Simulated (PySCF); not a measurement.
# MgSi: the cost of one run

The runs use PySCF 2.14.0; method and basis as typed in the scripts.

3 further runs of the same task are left out: 3 that didn't finish.

## 1. The starting structure

MgSi⁻: 2 atoms, charge -1, spin multiplicity 2.

Bond lengths: Mg1–Si2 2.441 Å.

## 2. The run that the others are compared with

The input, input.py:

```python
from pyscf import gto, dft

mol = gto.M(
    atom='Mg 0 0 0; Si 0 0 2.441',
    basis='jorge-dzp-dkh',
    charge=-1,
    spin=1,
    verbose=4,
)
mf = dft.UKS(mol, xc='revtpss')
mf = mf.sfx2c1e()
mf.kernel()
mf.dip_moment()
print('orbital energies (hartree):', [e[max(0, n-3):n+3].round(4) for e, n in zip(mf.mo_energy, mol.nelec)])
```

The run is started by

```sh
$ OMP_NUM_THREADS=1 python input.py
```

**Question.** How long does this run take on 1 thread of Intel Xeon Platinum 8559C, shared host, and how much memory does it need?

About 5.2 s, with a peak of 0.21 GiB.
